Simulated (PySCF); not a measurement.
These are PBE-D3(BJ)/def2-TZVP // B3LYP-D3(BJ)/def2-SVP run with PySCF values and carry that method's errors. Gas-phase values, no solvent. Delta-SCF ions had no search for a lower state. 

Reference species (SMILES): `N` (neutral, multiplicity 1).

HOMO: -6.07 eV
HOMO–LUMO gap: 6.26 eV
dipole moment: 1.75 D
vertical ionisation energy (Delta-SCF): 10.98 eV

After one change: the HOMO increases by 1.33 eV; the HOMO–LUMO gap drops by 1.16 eV; the dipole moment falls by 1.41 D; the vertical ionisation energy (Delta-SCF) drops by 2.84 eV.

Q: Name the change that produced these shifts. The new species is one of these.
A) `CO`
B) `CSC`
C) `O`
D) `CN(C)C`

A: D, `CN(C)C`
